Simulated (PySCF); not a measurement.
Order these species by their calculated properties.

All species are isolated and taken at one optimised geometry (atoms past krypton carry core potentials, spin–orbit coupling is left out); the electronic structure was computed with PySCF and density fitting.

The conformers computed, where there is a choice (atom-mapped SMILES and torsion angles):
- `[CH2:1]=[CH:2]/[CH:3]=[CH:4]/[O:5][CH:6]([F:7])[F:8]`: C1–C2–C3–C4 -179°, C3–C4–O5–C6 -16°, C4–O5–C6–F7 -167°
- `[CH3:1][O:2][c:3]1[cH:4][cH:5][cH:6][cH:7][c:8]1[CH2:9][OH:10]`: C1–O2–C3–C4 2°, C7–C8–C9–O10 124°, H–O10–C9–C8 58°
- `[CH3:1][O:2][c:3]1[cH:4][cH:5][cH:6][cH:7][c:8]1[O:9][CH3:10]`: C1–O2–C3–C4 0°, C7–C8–O9–C10 0°
- `[CH3:1][O:2][SiH:3]1[CH2:4][SiH2:5][CH2:6]1`: C1–O2–Si3–C4 -52°
- `[O:1]=[C:2]([OH:3])[CH2:4][C:5](=[O:6])[OH:7]`: O1–C2–C4–C5 37°, C2–C4–C5–O6 54°, H–O3–C2–O1 0°, H–O7–C5–C4 -179°
- `[CH3:1][CH2:2][C:3]([F:4])([F:5])[F:6]`: C1–C2–C3–F4 -59°
- `[CH3:1][CH2:2][C:3]([CH3:4])([CH3:5])[CH3:6]`: C1–C2–C3–C4 180°

Question: Rank by dipole moment, lowest first (CAM-B3LYP/def2-SVPD at PBE0-D3(BJ)/def2-SVP geometries).
A. `O=C(O)CC(=O)O`
B. `COC1=CC=CC=C1OC`
C. `O(C)[SiH]1C[SiH2]C1`
D. `C=C/C=C/OC(F)F`
E. `O(c1c(cccc1)CO)C`
F. `C=CS(F)(F)(F)(F)F`
G. `[NH3]->[Au][Cl]`

Answer: B (0.19 D), C (0.89 D), D (2.19 D), A (2.55 D), E (3.16 D), F (3.47 D), G (9.16 D).

Question: Rank by smallest rotational constant, lowest first (PBE0-D3(BJ)/def2-SVP).
A. `COc1ccccc1OC`
B. `FC(O/C=C/C=C)F`
C. `CCC(C)(C)C`
D. `c1cc2sccc2[nH]1`
E. `CCC(F)(F)F`
F. `[NH3]->[Au][Cl]`
G. `CO[SiH]1C[SiH2]C1`
H. `FS(F)(F)(C=C)(F)F`

Answer: A (0.755 GHz), B (0.815 GHz), D (1.210 GHz), G (1.575 GHz), H (1.684 GHz), F (2.004 GHz), C (2.496 GHz), E (2.746 GHz).

By how much do the two ends of that ranking differ?

By 1.991 GHz, between `CCC(F)(F)F` and `COc1ccccc1OC`.

Question: Rank by lowest singlet excitation, highest first (TDDFT CAM-B3LYP/def2-SVPD at PBE0-D3(BJ)/def2-SVP geometries).
A. `CCC(C)(C)C`
B. `O=C(O)CC(=O)O`
C. `[SiH2]1C[SiH](C1)OC`
D. `COC1=CC=CC=C1OC`

Answer: A (8.59 eV), C (6.85 eV), B (5.88 eV), D (5.08 eV).

By how much do the two ends of that ranking differ?

By 3.51 eV, between `CCC(C)(C)C` and `COc1ccccc1OC`.

Question: Rank by HOMO–LUMO gap, highest first (CAM-B3LYP/def2-SVPD at PBE0-D3(BJ)/def2-SVP geometries).
A. `C=CS(F)(F)(F)(F)F`
B. `FC(O/C=C/C=C)F`
C. `CCC(F)(F)F`
D. `c1cc2sccc2[nH]1`
E. `c1(c(OC)cccc1)OC`
F. `CCC(C)(C)C`

Answer: C (13.08 eV), F (11.39 eV), A (10.40 eV), E (8.29 eV), B (8.12 eV), D (7.83 eV).

Give the two extremes of that set in kcal/mol.

`c1cc2sccc2[nH]1`: 181 kcal/mol; `CCC(F)(F)F`: 302 kcal/mol.

Question: Rank by vertical ionisation energy, lowest first (ΔSCF CAM-B3LYP/def2-SVPD at PBE0-D3(BJ)/def2-SVP geometries).
A. `CCC(F)(F)F`
B. `O=C(O)CC(=O)O`
C. `C=C/C=C/OC(F)F`
D. `FS(F)(F)(C=C)(F)F`
E. `COc1ccccc1CO`
F. `[SiH2]1C[SiH](OC)C1`
G. `O(c1c(OC)cccc1)C`
H. `CC(C)(CC)C`

Answer: G (7.76 eV), E (8.48 eV), C (8.75 eV), F (9.69 eV), H (10.80 eV), B (11.00 eV), D (11.60 eV), A (12.93 eV).

Question: Rank by lowest triplet excitation (Tamm–Dancoff), highest first (TDA CAM-B3LYP/def2-SVPD at PBE0-D3(BJ)/def2-SVP geometries).
A. `CO[SiH]1C[SiH2]C1`
B. `c1cc2c(s1)cc[nH]2`
C. `C=C/C=C/OC(F)F`
D. `[NH3]->[Au][Cl]`
E. `CCC(C)(C)C`
F. `C=CS(F)(F)(F)(F)F`
G. `c1ccc(OC)c(OC)c1`

Answer: E (8.40 eV), A (6.54 eV), D (4.84 eV), F (4.33 eV), G (3.88 eV), B (3.44 eV), C (3.16 eV).

Give the two extremes of that set in kJ/mol.

`C=C/C=C/OC(F)F`: 305 kJ/mol; `CCC(C)(C)C`: 810 kJ/mol.
